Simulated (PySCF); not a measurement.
PySCF job for ethylene (C₂H₄), SMILES C=C, ADC(2)/aug-cc-pVDZ. The structure is a stationary point at B3LYP-D3(BJ)/def2-TZVP.

```python
import numpy as np
from pyscf import gto, scf, dft, adc

mol = gto.M(
    atom='''
    C     0.00000000   -0.00000000   -0.66229739
    C     0.00000000    0.00000000    0.66229739
    H     0.00000000   -0.92137704   -1.23201841
    H     0.00000000    0.92137705   -1.23201841
    H     0.00000000    0.92137704    1.23201841
    H     0.00000000   -0.92137705    1.23201841
    ''',
    basis='aug-cc-pVDZ',
    charge=0,
    spin=0,
    max_memory=1600,
    verbose=4,
)
mf = scf.RHF(mol)
mf.conv_tol = 1e-10
mf.max_cycle = 100
mf.kernel()
res = {}
for kind, nroots in (('ee', 6), ('ip', 6), ('ea', 2)):
    a = adc.ADC(mf).density_fit('aug-cc-pvdz-ri')
    a.method, a.method_type = 'adc(2)', kind
    e, v, p, x = a.kernel(nroots=nroots)
    res[kind] = (e * 27.211386245988, p)
a = adc.ADC(mf).density_fit('aug-cc-pvdz-ri')
a.method, a.method_type, a.ncvs = 'adc(2)-x', 'ip', 2
e, v, p, x = a.kernel(nroots=2)
res['core ip, CVS-ADC(2)-x'] = (e * 27.211386245988, p)
for kind, (e, p) in res.items():
    print(kind, 'energies / eV', np.round(e, 3), 'strengths', np.round(p, 4))
```

Program output:

```
PySCF version 2.14.0

[INPUT] verbose = 4
[INPUT] num. atoms = 6
[INPUT] num. electrons = 16
[INPUT] charge = 0
[INPUT] spin (= nelec alpha-beta = 2S) = 0
[INPUT] symmetry False subgroup None
[INPUT] Mole.unit = angstrom
[INPUT] Symbol           X                Y                Z      unit          X                Y                Z       unit  Magmom
[INPUT]  1 C      0.000000000000   0.000000000000  -0.662297390000 AA    0.000000000000   0.000000000000  -1.251560680114 Bohr   0.0
[INPUT]  2 C      0.000000000000   0.000000000000   0.662297390000 AA    0.000000000000   0.000000000000   1.251560680114 Bohr   0.0
[INPUT]  3 H      0.000000000000  -0.921377040000  -1.232018410000 AA    0.000000000000  -1.741150263062  -2.328177375322 Bohr   0.0
[INPUT]  4 H      0.000000000000   0.921377050000  -1.232018410000 AA    0.000000000000   1.741150281960  -2.328177375322 Bohr   0.0
[INPUT]  5 H      0.000000000000   0.921377040000   1.232018410000 AA    0.000000000000   1.741150263062   2.328177375322 Bohr   0.0
[INPUT]  6 H      0.000000000000  -0.921377050000   1.232018410000 AA    0.000000000000  -1.741150281960   2.328177375322 Bohr   0.0

nuclear repulsion = 33.4827040708005
number of shells = 36
number of NR pGTOs = 114
number of NR cGTOs = 82
basis = aug-cc-pVDZ
ecp = {}


[settings echo left out]
init E= -78.1696598491039
  HOMO = -0.288702939922195  LUMO = 0.035156286757686  gap/eV = 8.81266
cycle= 1 E= -78.023372923848  delta_E= 0.146  |g|= 0.225  |ddm|= 3.41
  HOMO = -0.393389140078426  LUMO = 0.0399057374961163  gap/eV = 11.79055
cycle= 2 E= -78.0421981207449  delta_E= -0.0188  |g|= 0.0578  |ddm|= 0.493
  HOMO = -0.3743161900448  LUMO = 0.0406259389261283  gap/eV = 11.29115
cycle= 3 E= -78.043641952362  delta_E= -0.00144  |g|= 0.0124  |ddm|= 0.277
  HOMO = -0.37962699705219  LUMO = 0.0404633978521707  gap/eV = 11.43124
cycle= 4 E= -78.0436943609392  delta_E= -5.24e-05  |g|= 0.00238  |ddm|= 0.022
  HOMO = -0.378664162881317  LUMO = 0.0404612503745856  gap/eV = 11.40498
cycle= 5 E= -78.043697920508  delta_E= -3.56e-06  |g|= 0.000598  |ddm|= 0.00818
  HOMO = -0.378650926604034  LUMO = 0.0404501713501699  gap/eV = 11.40432
cycle= 6 E= -78.043698212439  delta_E= -2.92e-07  |g|= 0.00013  |ddm|= 0.00156
  HOMO = -0.37862497435132  LUMO = 0.0404474457621271  gap/eV = 11.40354
cycle= 7 E= -78.0436982292908  delta_E= -1.69e-08  |g|= 1.22e-05  |ddm|= 0.000539
  HOMO = -0.37862426153447  LUMO = 0.0404471823774912  gap/eV = 11.40351
cycle= 8 E= -78.0436982294083  delta_E= -1.17e-10  |g|= 1.64e-06  |ddm|= 4.97e-05
  HOMO = -0.378623984202778  LUMO = 0.0404472043738244  gap/eV = 11.40351
cycle= 9 E= -78.0436982294097  delta_E= -1.39e-12  |g|= 1.43e-07  |ddm|= 6.73e-06
  HOMO = -0.378623989591568  LUMO = 0.0404472034463126  gap/eV = 11.40351
Extra cycle  E= -78.0436982294092  delta_E= 5.12e-13  |g|= 4.35e-08  |ddm|= 7.17e-07
converged SCF energy = -78.0436982294092

******** <class 'pyscf.adc.radc.RADC'> ********
******** ADC Orbital Information ********
Number of Frozen Occupied Orbitals: 0
Number of Frozen Virtual Orbitals: 0
Number of Active Occupied Orbitals: 8
Number of Active Virtual Orbitals: 74
*****************************************
******** <class 'pyscf.df.df.DF'> ********
auxbasis = aug-cc-pvdz-ri
Reference correlation energy (doubles): -0.28979321
MP2 correlation energy of reference state (a.u.) = -0.28979321

******** <class 'pyscf.adc.radc_ee.RADCEE'> ********
max_space = 12
max_cycle = 50
conv_tol = 1e-08

*************************************************************
        ADC calculation summary (singlet states only)
*************************************************************
adc(2) root 0  |  Energy (Eh) =   0.2650716034  |  Energy (eV) =   7.21296572  |  Osc. strength = 0.08360720  |  conv = True
adc(2) root 1  |  Energy (Eh) =   0.2893751707  |  Energy (eV) =   7.87429947  |  Osc. strength = 0.00000000  |  conv = True
adc(2) root 2  |  Energy (Eh) =   0.2909257217  |  Energy (eV) =   7.91649212  |  Osc. strength = 0.00000000  |  conv = True
adc(2) root 3  |  Energy (Eh) =   0.2921537012  |  Energy (eV) =   7.94990714  |  Osc. strength = 0.38814016  |  conv = True
adc(2) root 4  |  Energy (Eh) =   0.3191567557  |  Energy (eV) =   8.68469768  |  Osc. strength = 0.00000000  |  conv = True
adc(2) root 5  |  Energy (Eh) =   0.3267476475  |  Energy (eV) =   8.89125637  |  Osc. strength = 0.00000000  |  conv = True

******** <class 'pyscf.adc.radc.RADC'> ********
******** ADC Orbital Information ********
Number of Frozen Occupied Orbitals: 0
Number of Frozen Virtual Orbitals: 0
Number of Active Occupied Orbitals: 8
Number of Active Virtual Orbitals: 74
*****************************************
******** <class 'pyscf.df.df.DF'> ********
auxbasis = aug-cc-pvdz-ri
Reference correlation energy (doubles): -0.28979321
MP2 correlation energy of reference state (a.u.) = -0.28979321

******** <class 'pyscf.adc.radc_ip.RADCIP'> ********
max_space = 12
max_cycle = 50
conv_tol = 1e-08

*************************************************************
        ADC calculation summary (doublet states only)
*************************************************************
adc(2) root 0  |  Energy (Eh) =   0.3733761861  |  Energy (eV) =  10.16008353  |  Spec. factor = 1.80770692  |  conv = True
adc(2) root 1  |  Energy (Eh) =   0.4604775236  |  Energy (eV) =  12.53023165  |  Spec. factor = 1.81252028  |  conv = True
adc(2) root 2  |  Energy (Eh) =   0.5260619670  |  Energy (eV) =  14.31487525  |  Spec. factor = 1.77537614  |  conv = True
adc(2) root 3  |  Energy (Eh) =   0.5776833647  |  Energy (eV) =  15.71956503  |  Spec. factor = 1.73637380  |  conv = True
adc(2) root 4  |  Energy (Eh) =   0.7057549071  |  Energy (eV) =  19.20456921  |  Spec. factor = 1.71257784  |  conv = True
adc(2) root 5  |  Energy (Eh) =   0.7976921464  |  Energy (eV) =  21.70630892  |  Spec. factor = 0.00011427  |  conv = True

******** <class 'pyscf.adc.radc.RADC'> ********
******** ADC Orbital Information ********
Number of Frozen Occupied Orbitals: 0
Number of Frozen Virtual Orbitals: 0
Number of Active Occupied Orbitals: 8
Number of Active Virtual Orbitals: 74
*****************************************
******** <class 'pyscf.df.df.DF'> ********
auxbasis = aug-cc-pvdz-ri
Reference correlation energy (doubles): -0.28979321
MP2 correlation energy of reference state (a.u.) = -0.28979321

******** <class 'pyscf.adc.radc_ea.RADCEA'> ********
max_space = 12
max_cycle = 50
conv_tol = 1e-08

*************************************************************
        ADC calculation summary (doublet states only)
*************************************************************
adc(2) root 0  |  Energy (Eh) =   0.0328071034  |  Energy (eV) =   0.89272676  |  Spec. factor = 1.98036850  |  conv = True
adc(2) root 1  |  Energy (Eh) =   0.0445680501  |  Energy (eV) =   1.21275841  |  Spec. factor = 1.98503028  |  conv = True

******** <class 'pyscf.adc.radc.RADC'> ********
******** ADC Orbital Information ********
Number of Frozen Occupied Orbitals: 0
Number of Frozen Virtual Orbitals: 0
Number of Active Occupied Orbitals: 8
Number of Active Virtual Orbitals: 74
*****************************************
******** <class 'pyscf.df.df.DF'> ********
auxbasis = aug-cc-pvdz-ri
Reference correlation energy (doubles): -0.28979321
MP2 correlation energy of reference state (a.u.) = -0.28979321

******** <class 'pyscf.adc.radc_ip_cvs.RADCIPCVS'> ********
max_space = 12
max_cycle = 50
conv_tol = 1e-08

*************************************************************
        ADC calculation summary (doublet states only)
*************************************************************
adc(2)-x root 0  |  Energy (Eh) =  10.7231137459  |  Energy (eV) = 291.79078748  |  Spec. factor = 1.48082092  |  conv = True
adc(2)-x root 1  |  Energy (Eh) =  10.7249291143  |  Energy (eV) = 291.84018617  |  Spec. factor = 1.47995857  |  conv = True
ee energies / eV [7.213 7.874 7.916 7.95  8.685 8.891] strengths [0.0836 0.     0.     0.3881 0.     0.    ]
ip energies / eV [10.16  12.53  14.315 15.72  19.205 21.706] strengths [1.8077e+00 1.8125e+00 1.7754e+00 1.7364e+00 1.7126e+00 1.0000e-04]
ea energies / eV [0.893 1.213] strengths [1.9804 1.985 ]
core ip, CVS-ADC(2)-x energies / eV [291.791 291.84 ] strengths [1.4808 1.48  ]
```

The run converged.
